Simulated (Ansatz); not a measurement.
**CH3NaS: energy of protonation at one site from a Python script**

Wanted for CH3NaS: the energy of protonation at one site.

Computed with Ansatz 0.2.0 through its Python package. Level of theory: MP2/6-31G*.

## Step 1: Starting point

Bond lengths: C1–S2 1.815 Å, S2–Na3 2.502 Å, C1–H4 1.087 Å, C1–H5 1.087 Å, C1–H6 1.087 Å. Angles: C1–S2–Na3 115.0°, S2–C1–H4 106.6°, S2–C1–H5 110.1°, S2–C1–H6 110.2°, H4–C1–H5 109.7°, H4–C1–H6 109.7°, H5–C1–H6 110.6°.

The script holds or builds the structure itself.

## Step 2: The code

ch3nas_pa.py reads:

```python
'''Proton affinity of CH3NaS at one site.'''

import ansatz
from ase import Atoms
import numpy as np

atoms = Atoms(['C', 'S', 'Na', 'H', 'H', 'H'], positions=[
    [-0.43311, 0.36875, -0.42227],
    [-0.10688, -1.14927, 0.51837],
    [2.07939, -1.18969, 1.73498],
    [-1.414, 0.24805, -0.87515],
    [0.31583, 0.49454, -1.19987],
    [-0.44123, 1.22762, 0.24394],
])
geometry = ansatz.Crystal.molecule_from_ase(atoms)

base = (
    geometry.calculation()
    .basis(gaussian='6-31G*')
    .correlation('mp2')
)
symbols = [site.symbol for site in geometry.cartesian_sites]
start = np.array([site.position_ang for site in geometry.cartesian_sites], dtype=float)
r = base.relax(force_tolerance=0.01).run().report
end = np.array(r['positions_ang'])

# start the new hydrogen opposite the existing bonds
away = sum((end[1] - end[j]) / np.linalg.norm(end[1] - end[j]) for j in [0, 2]) + np.array([0.15, 0.1, -0.2])
proton = end[1] + 1.4 * away / np.linalg.norm(away)
acid = ansatz.Crystal.molecule()
for symbol, place in zip(symbols, end):
    acid = acid.atom(symbol, place.tolist())
acid = acid.atom('H', proton.tolist())
protonated = (
    acid.calculation()
    .basis(gaussian='6-31G*')
    .correlation('mp2')
    .charge(1)
    .relax(force_tolerance=0.01, max_steps=80)
)
after = protonated.run().report
xyz = np.array(after['positions_ang'])
reach = np.linalg.norm(xyz[:-1] - xyz[-1], axis=1)
print(f'base {r["free_energy_ev"]:.5f} eV, protonated {after["free_energy_ev"]:.5f} eV')
print(f'the proton ends {reach.min():.3f} A from {symbols[reach.argmin()]}{reach.argmin()}')
print(f'electronic proton affinity {23.060548 * (r["free_energy_ev"] - after["free_energy_ev"]):.1f} kcal/mol')
```

## Step 3: What the engine is handed

The engine receives this input (first run):

```yaml
crystal:
  periodic: [false, false, false]
  atoms:
    - { symbol: C, position_ang: [-0.43311, 0.36875, -0.42227] }
    - { symbol: S, position_ang: [-0.10688, -1.14927, 0.51837] }
    - { symbol: Na, position_ang: [2.07939, -1.18969, 1.73498] }
    - { symbol: H, position_ang: [-1.414, 0.24805, -0.87515] }
    - { symbol: H, position_ang: [0.31583, 0.49454, -1.19987] }
    - { symbol: H, position_ang: [-0.44123, 1.22762, 0.24394] }
basis:
  gaussian:
    orbitals: "6-31G*"
correlation:
  method: mp2
relax:
  f_tol: 0.01
```

## Step 4: Running it

Launch:

```bash
python ch3nas_pa.py
```

Without the output at hand: what should come out? Wanted: electronic proton affinity; moves of the relaxation of run 1; energy gained in run 1; last largest force component of run 1; moves of the relaxation of run 2; energy gained in run 2; last largest force component of run 2.

The runs gave:

```
                             quantity           value
           electronic proton affinity  247.5 kcal/mol
                        runs compared               2
     moves of the relaxation of run 1               4
               energy gained in run 1        0.030 eV
last largest force component of run 1     0.0045 eV/Å
     moves of the relaxation of run 2               8
               energy gained in run 2        0.633 eV
last largest force component of run 2     0.0054 eV/Å
```

In words: Run 1: After 4 moves the largest shift is 0.120 Å, of atom 3 (Na). Run 2: The relaxation took 8 moves; the largest shift is 0.597 Å, of atom 7 (H). The proton is put on one chosen atom, which needn't be the most basic site, so the molecule's proton affinity can be higher; the ends are stationary points, not checked by frequencies, and zero-point and thermal terms count only where printed.
